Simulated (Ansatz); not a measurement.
# LiVO$_{2}$: computed properties

Theory: DFT PBEsol, scalar-relativistic, plane waves, PAW (Ansatz 0.2.0).

Plane waves to 420 eV, a k mesh through Γ of 18×18×18 on the computed 4-atom cell and Gaussian smearing (0.10 eV); no spin polarisation.

The structure is relaxed at this level of theory with its symmetry kept. Whether it is the stable form of this composition wasn't checked.

```cif
data_structure
_symmetry_space_group_name_H-M 'R-3m:H'
_symmetry_Int_Tables_number 166
_cell_length_a 2.7615
_cell_length_b 2.7615
_cell_length_c 14.8773
_cell_angle_alpha 90.000
_cell_angle_beta 90.000
_cell_angle_gamma 120.000
_cell_volume 98.25
loop_
_atom_site_label
_atom_site_type_symbol
_atom_site_symmetry_multiplicity
_atom_site_Wyckoff_symbol
_atom_site_fract_x
_atom_site_fract_y
_atom_site_fract_z
_atom_site_occupancy
Li1 Li 3 a 0.00000 0.00000 0.00000 1
V1 V 3 b 0.66667 0.33333 0.83333 1
O1 O 6 c 0.33333 0.66667 0.91354 1
```

- Space group: R-3m (No. 166)
- Volume per atom: 8.19 Å³
- Formation energy from the elements' standard states (uncorrected): -2.310 eV/atom
- Kohn–Sham band gap: none (metal)
- Density of states at the Fermi level: 2.38 states/eV per cell
- Löwdin character within 0.5 eV of the Fermi level: V 3d 83 %, O 2p 16 %
- Bulk modulus: 155 GPa
- Its pressure derivative: 4.4
- Bader charges (e): Li (1 in the cell) 0.89, V (1 in the cell) 1.71, O (2 in the cell) -1.30

Spin polarisation was left out, and a magnetic state may lie lower.

A ferromagnetic start lost its moments in a first run, so spin was left out; other magnetic orders weren't tried.

Cost: 6 runs of about 19 core-minutes in all, on Intel Xeon Processor @ 2.50GHz (Skylake/Cascade Lake) (shared hosts).